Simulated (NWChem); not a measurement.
Species: phosphine (PH3); SMILES P

```xyz
4

P      0.0000     0.0000     0.1336
H      0.4028    -1.1193    -0.6421
H     -1.1707     0.2109    -0.6421
H      0.7680     0.9085    -0.6421
```
Atoms are numbered in this order, from 1.

Program: NWChem. All runs use the structure optimised with PBE0-D3(BJ)/def2-TZVP. Ions are spin-unrestricted doublets at the neutral geometry; other ion states weren't tried. Functional: LC-ωPBE (HJS hole) with def2-SVP; rows give the range parameter ω in 1/bohr.

### Question
At which range parameter does −ε(HOMO) equal the ΔSCF ionisation energy (optimal tuning)?

### Answer
about 0.50 per bohr, by linear interpolation in these runs:
| range parameter (1/bohr) | vertical ionisation energy, ΔSCF (eV) | −ε(HOMO) (eV) | ΔSCF minus −ε(HOMO) (eV) |
|---|---|---|---|
| 0.10 | 10.47 | 8.02 | 2.45 |
| 0.15 | 10.48 | 8.65 | 1.83 |
| 0.20 | 10.50 | 9.19 | 1.31 |
| 0.30 | 10.52 | 10.01 | 0.51 |
| 0.80 | 10.57 | 11.32 | -0.75 |
